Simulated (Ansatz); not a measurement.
Input for Ansatz (development build ahead of 0.2.0):

```yaml
crystal:
  periodic: [false, false, false]
  atoms:
    - { symbol: C, position_ang: [-0.16159, -1.63862, 0.0] }
    - { symbol: C, position_ang: [0.58496, -0.52496, 0.0] }
    - { symbol: C, position_ang: [0.0, 0.78225, 0.0] }
    - { symbol: H, position_ang: [-1.2452, -1.59817, 0.0] }
    - { symbol: H, position_ang: [0.30597, -2.6164, 0.0] }
    - { symbol: H, position_ang: [1.66986, -0.57211, 0.0] }
    - { symbol: "N", position_ang: [-0.46726, 1.86781, 0.0] }
basis:
  gaussian: { orbitals: pcseg-2 }
magnetization:
  spin_polarized: true
  initial_magnetization: 2
hamiltonian:
  xc: pbe
```

The input is written out in the form of the current development build from the run's settings.

Results

* Converged: yes
* Total energy: -170.54609 hartree
* Spin squared of the determinant: 2.009
* Stability test: minimum

Caution: other spin multiplicities may lie lower.
